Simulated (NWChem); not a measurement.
# Correlation energy of H₂Si

```xyz
3

Si     0.0000     0.0000     0.1341
H      1.0961     0.0000    -0.9390
H     -1.0961     0.0000    -0.9390
```
Charge 0, spin multiplicity 1.

Program: NWChem. All single points use one geometry, from PBE0/def2-SVP, a minimum by its harmonic frequencies.

Basis set: 3-21G. Each correlation energy counts from its own Hartree-Fock reference.

The correlated methods keep 5 core orbitals frozen. The structure started from a generated list of species. Coupled-cluster values serve here as a point of comparison, not as the truth.

```
method        correlation energy (mHa)
------------  ------------------------
MP2                                  …
SCS-MP2                              …
CCSD                                 …
CCSD+T(CCSD)                     -65.2
CCSD(T)                          -65.2
CR-CCSD[T]                       -65.2
CR-CCSD(T)                       -65.2
CCSDT                                …
```

**Question.** What belongs in the gaps?

**Answer.** 
- MP2, correlation energy (mHa): -44.8
- SCS-MP2, correlation energy (mHa): -51.5
- CCSD, correlation energy (mHa): -64.6
- CCSDT, correlation energy (mHa): -65.4
